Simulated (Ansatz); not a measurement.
Ansatz (a first-principles code) input (wB97M-V/def2-TZVPD):

Ansatz 0.2 input:
```yaml
crystal:
  periodic: [false, false, false]
  atoms:
    - {symbol: O, position_ang: [-0.02442974, 0.65299425, 0.02901803]}
    - {symbol: O, position_ang: [0.02442974, -0.65299425, -0.02901803]}
    - {symbol: H, position_ang: [0.92959641, 0.94278890, -0.02174973]}
    - {symbol: H, position_ang: [-0.92959641, -0.94278890, 0.02174973]}
basis:
  gaussian:
    orbitals: def2-TZVPD
hamiltonian:
  xc: {name: wB97M-V}
total_charge: 1
magnetization: {spin_polarized: true, initial_magnetization: 1}
output: {forces: true}
```

End of the output:

```
176 factors; integrals over basis functions are off by at most 1.6e-5 eV
mean field: 0.38 GiB planned
mean field evaluation 1: about -4110.4172 eV, gradient 3.4e1 eV
mean field evaluation 2: about -4112.3661 eV, gradient 2.4e1 eV
mean field evaluation 4: about -4114.0067 eV, gradient 2.8e-1 eV
mean field evaluation 8: about -4114.0088 eV, gradient 4.4e-3 eV
mean field -4114.00877383 eV, -151.1870338629 hartree, gradient 2.7e-5 eV, S^2 0.753596; 0 other end points of the search recorded, 0 dependent functions left out
the calculation of the forces begins
reference -4114.00880841 eV, -151.1870351337 hartree; 9, 8 occupied and 89, 90 virtual orbitals, 470 factors
Total energy: -4114.00880841 eV, -151.1870351337 hartree
Atom 0 at    -0.024430     0.652994     0.029018 Å, force     0.063452    -0.507293    -0.025477 eV/Å
Atom 1 at     0.024430    -0.652994    -0.029018 Å, force    -0.063452     0.507293     0.025477 eV/Å
Atom 2 at     0.929596     0.942789    -0.021750 Å, force    -0.095922    -0.066044     0.003555 eV/Å
Atom 3 at    -0.929596    -0.942789     0.021750 Å, force     0.095922     0.066044    -0.003555 eV/Å
Dipole moment:    -0.000000     0.000000     0.000000 e Å
```
